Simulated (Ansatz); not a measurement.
This Ansatz (an electronic-structure program) input (PBE/6-31G*) gives -199.32049 Eh with 30 basis functions.

Ansatz 0.2 input:
```yaml
crystal:
  periodic: [false, false, false]
  atoms:
    - {symbol: F, position_ang: [-0.00000000, -0.00000000, -0.69824324]}
    - {symbol: F, position_ang: [0.00000000, 0.00000000, 0.69824324]}
basis:
  gaussian:
    orbitals: 6-31G*
hamiltonian:
  xc: {name: PBE}
magnetization: {spin_polarized: false}
```

Change:
```diff
- orbitals: 6-31G*
+ orbitals: cc-pVQZ
```

Task: What does the run give now?

Result: -199.42826 Eh (PBE/cc-pVQZ, 110 functions), a change of -107.77 mEh.
